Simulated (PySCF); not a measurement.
PySCF input file for C3H7Cl, SMILES CCCCl, PBE/pcSseg-1. Coordinates come from a PBE0-D3(BJ)/def2-SVP optimisation. The values are those of a single conformer.

```python
import numpy as np
from pyscf import gto, scf, dft
from pyscf.prop.nmr import rks as nmr

mol = gto.M(
    atom='''
    C    -1.89959529   -0.24853344    0.21672355
    C    -0.69204277   -1.12526222   -0.06655661
    C     0.61602626   -0.56865533    0.45563734
    Cl    1.05240711    0.98576161   -0.32681771
    H    -2.04269204   -0.10270967    1.29951293
    H    -2.81964756   -0.69676760   -0.18613836
    H    -1.77485046    0.74400234   -0.24089921
    H    -0.59325636   -1.30150563   -1.15056287
    H    -0.82547140   -2.11886894    0.39744121
    H     0.56785915   -0.37078109    1.53659634
    H     1.45080880   -1.25661096    0.26512545
    ''',
    basis='pcSseg-1',
    charge=0,
    spin=0,
    max_memory=1600,
    verbose=3,
)
mf = dft.RKS(mol, xc='pbe')
mf.grids.level = 3
mf.conv_tol = 1e-10
mf.max_cycle = 100
mf.kernel()
n = nmr.NMR(mf)
n.verbose = 2
n.max_cycle_cphf = 60
sigma = n.kernel()
print('atom   isotropic/ppm   span/ppm')
for i, s in enumerate(sigma):
    w = np.linalg.eigvalsh((s + s.T) / 2)
    print(f'{mol.atom_symbol(i):2s}{i + 1:3d} {w.mean():14.3f} {w[2] - w[0]:11.3f}')
```

Output:

```
converged SCF energy = -578.34557635284
atom   isotropic/ppm   span/ppm
C   1        167.079      29.597
C   2        149.783      21.431
C   3        125.254      59.613
Cl  4        845.155     422.254
H   5         30.641       9.964
H   6         30.184      11.196
H   7         29.534       9.170
H   8         29.657       9.556
H   9         29.563      11.344
H  10         27.907      11.651
H  11         27.473      12.499
```

The calculation finished and met its thresholds.

Cost: roughly 15 core-seconds.
